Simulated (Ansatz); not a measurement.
System: hcp Ti. Method: LDA (plane waves, PAW; Ansatz, an electronic-structure program).

Numerical settings: plane-wave cutoff 520 eV, 16×16×10 k mesh (along the axes of the cell as run), Fermi–Dirac smearing 0.1 eV, perturbation theory, force constants from a 4×4×2 q mesh, no spin polarisation, scalar-relativistic PAW data made under PBE.

Computed at the level's own relaxed cell.

Harmonic phonon frequencies (cm⁻¹; i marks an imaginary mode):

| q point | frequencies |
|---|---|
| Γ | ___ |
| A | 78 78 78 78 197 197 |

### Question
Complete the blanks.

### Answer

- Γ, frequencies: 0 0 0 106 106 214

No imaginary mode appears at these points.
